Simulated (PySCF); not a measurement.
hydrogen isocyanide cation (CHN), SMILES [C-]#[NH+] (connectivity only; charge and spin as stated), charge +1, multiplicity 2. Coordinates come from a PBE-D3(BJ)/def2-TZVPD optimisation. The multiplicity is an assumed one; other spin states were not compared.

All values below come from PySCF 2.14.0 with PBE-D3(BJ)/def2-TZVPD.

Harmonic wavenumbers (cm⁻¹): 557, 557, 2248, 3473. Rotational constants (GHz): 46.92 (linear); symmetry number 1.

Problem. Work out the zero-point energy and the ideal-gas rigid-rotor harmonic-oscillator thermochemistry at 298.15 K and 1 atm.

Solution. ZPE = ½ Σ hcν = ½ × 6835 cm⁻¹ = 40.88 kJ/mol. H − E(el) = 50.53 kJ/mol. Entropy in J/(mol K): translation 149.86, rotation 48.94, vibration 4.43, spin 5.76, total 209.00. G − E(el) = -11.78 kJ/mol. Cp = 38.53 J/(mol K).
